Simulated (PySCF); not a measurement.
Isomers of C6H4O2. The calculation used PBE0-D3(BJ)/def2-SVP geometry optimisation, gas phase (PySCF 2.14.0). Energies are electronic, without zero-point or thermal terms, for one conformer each. No frequencies were run at this level. Point groups hold within 0.08 Å.

**Question.** Rank from lowest to highest electronic energy at this level (kJ/mol).
A. benzoquinone (`C1(=O)C=CC(C=C1)=O`)
B. o-benzoquinone (`O=C1C=CC=CC1=O`)

**Answer.** A (0.0), B (27.7).

```json
{"SMILES": "O=C1C=CC(=O)C=C1", "E (Eh)": "-380.75150", "E rel (kJ/mol)": "0.0", "dipole (D)": "0.01", "point group": "D2h", "A, B, C (MHz)": "5261, 1659, 1261"}
{"SMILES": "O=C1C=CC=CC1=O", "E (Eh)": "-380.74093", "E rel (kJ/mol)": "27.7", "dipole (D)": "5.20", "point group": "C2v", "A, B, C (MHz)": "3276, 2444, 1400"}
```

**Question.** How do the relative energies change in single points at PBE0/pcSseg-1 (no added dispersion term) on the same geometries?

**Answer.** 
```tsv
SMILES	PBE0-D3(BJ)/def2-SVP (kJ/mol)	PBE0/pcSseg-1 (kJ/mol)	shift
O=C1C=CC(=O)C=C1	0.0	0.0	0.0
O=C1C=CC=CC1=O	27.7	30.2	+2.5
```

Each column counts from its own lowest isomer. The order is unchanged; the largest shift is 2.5 kJ/mol.

**Question.** As an exercise, what shares would exp(−E/RT) give at 1000 K from these electronic energies alone (no entropy, no degeneracies)?

**Answer.** RT = 8.314 kJ/mol: O=C1C=CC(=O)C=C1 96.6 %, O=C1C=CC=CC1=O 3.4 %.
